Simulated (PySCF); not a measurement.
**BCl⁺: energy against distance**

Set-up: basis B def2-TZVPPD, Cl def2-TZVPPD; no relativity; PySCF 2.14. Energies in eV from B⁺ + Cl in their ground configurations at the same level. State: ²Σ⁺ (doublet), unpaired electrons σ ↑.

All columns are M06. A positive dipole points towards Cl; it is taken about the centre of mass and depends on that origin.

```tsv
R (Å)	E (eV)	μ (D)	Mulliken charge on B (basis-dependent)	HOMO (eV)	LUMO (eV)	Mayer bond order	⟨S²⟩
1.376	-2.527	-1.34	0.35	-16.42	-17.15	2.14	0.75
1.440	-3.368	-1.69	0.50	-16.60	-16.44	2.03	0.75
1.504	-3.841	-2.05	0.64	-16.78	-15.79	1.93	0.75
1.552	-4.014	-2.32	0.72	-16.91	-15.33	1.85	0.75
1.600	-4.068	-2.60	0.79	-17.03	-14.91	1.78	0.75
1.648	-4.030	-2.87	0.84	-17.14	-14.54	1.73	0.75
1.712	-3.869	-3.23	0.88	-17.27	-14.14	1.68	0.75
1.792	-3.547	-3.68	0.90	-17.40	-13.79	1.64	0.75
1.888	-3.057	-4.21	0.89	-17.38	-13.57	1.59	0.75
2.016	-2.345	-4.84	0.87	-16.87	-13.51	1.50	0.76
```

A fit through these points gives, at Re = 1.602 Å, μ = -2.61 D and dμ/dR = -5.70 D/Å; the reduced mass is 8.373 u.

**Question.** How strong is the fundamental in the double-harmonic approximation, I = 42.26·(dμ/dR)²/μred km/mol?

**Answer.** I = 42.26·(-5.70)²/8.373 = 164 km/mol at M06.

For an ion De counts to the pair picked by the measured ionisation energies or electron affinities, which need not be the lowest pair at this level. The state was picked by a PBE0 search and need not be the measured ground state.

At some distances an empty level lies below a filled one, because the occupation is held.
